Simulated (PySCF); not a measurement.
Species: diethyl ketone, C5H10O.
InChI=1S/C5H10O/c1-3-5(6)4-2/h3-4H2,1-2H3

Torsions of this conformer, `[CH3:1][CH2:2][C:3](=[O:4])[CH2:5][CH3:6]`: C1–C2–C3–O4 9°, C2–C3–C5–C6 -172°.

The closed-shell ground state was solved at several levels (PySCF, density fitting, gas phase, non-relativistic). One conformer (not necessarily the lowest) at the PBE0-D3(BJ)/def2-TZVP geometry, without solvent, vibrations or thermal averaging.

| level | basis functions | total energy (Eh) | HOMO (eV) | LUMO (eV) | gap (eV) | dipole (D) |
| --- | --- | --- | --- | --- | --- | --- |
| KT3/pcSseg-2 | 356 | -276.0862 | -5.75 | -1.40 | 4.35 | 2.62 |
| wB97X-D/pcSseg-2 | 356 | -271.7997 | -9.05 | 1.58 | 10.63 | 2.84 |
| PBE0/pcSseg-2 | 356 | -271.5623 | -7.15 | -0.29 | 6.86 | 2.80 |

**Question.** Estimate the row for B97-2/pcSseg-2, a basis of 356 functions; the other rows only guide the guess.

**Answer.** Total energy -271.7892 Eh, HOMO -6.86 eV, LUMO -0.36 eV, gap 6.50 eV, dipole 2.78 D.

**Question.** Over all these levels, which gives the widest orbital gap and which the narrowest?

**Answer.** wB97X-D/pcSseg-2 (range-separated hybrid) has the widest, 10.63 eV, and KT3/pcSseg-2 (GGA) the narrowest, 4.35 eV. From the narrowest to the widest the HOMO moves by -3.30 eV and the LUMO by +2.98 eV.

**Question.** In the pcSseg-2 basis, how does the gap go with the fixed share of exact exchange?

**Answer.** KT3 (0 %) 4.35 eV; B97-2 (21 %) 6.50 eV; PBE0 (25 %) 6.86 eV. Each rise in the share widens the gap here.

**Question.** How far do the dipole and the HOMO energy spread over the levels?

**Answer.** The dipole runs from 2.62 to 2.84 D (mean 2.76 D) and the HOMO from -9.05 to -5.75 eV.

Note: wB97X-D ran without an empirical dispersion term, which enters the total energy and its gradient alone.
